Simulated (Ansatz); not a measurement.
`COCN=C=N` → `CN1CN=C1O`  (isomerisation)

Isolated molecules relaxed with PBE0-D4/def2-TZVP in Ansatz; ΔE leaves out vibrations. CCSD(T)/CBS is the MP2 limit (def2-TZVPP, def2-QZVPP) plus CCSD(T) − MP2 in def2-TZVPP, frozen cores. Functionals use def2-TZVPP. B3LYP here is the variant with VWN-RPA as its local correlation; programs differ in this. Each species was taken in one conformer, which may not be the lowest.

```csv
level,ΔE (eV)
B3LYP,0.27
CCSD/def2-TZVPP,-0.03
CCSD(T)/def2-TZVPP,0.00
CCSD/CBS(def2),-0.05
```

(1) What does CCSD(T)/CBS give? (Best estimate.)

Largest T1 diagnostic among the species: 0.014.

Answers

(1) The calculation gave: -0.03 eV. The listed levels differ from it by 0.30, 0.00, 0.03, -0.02 eV.

From PBE to PBE0 (25 % exact exchange), in def2-TZVPP and without D4, ΔE moves by −0.15 eV. In def2-TZVPP, CCSD(T) changes the Hartree–Fock value by −0.14 eV (the triples alone add +0.02 eV) and MP2 by −0.16 eV.
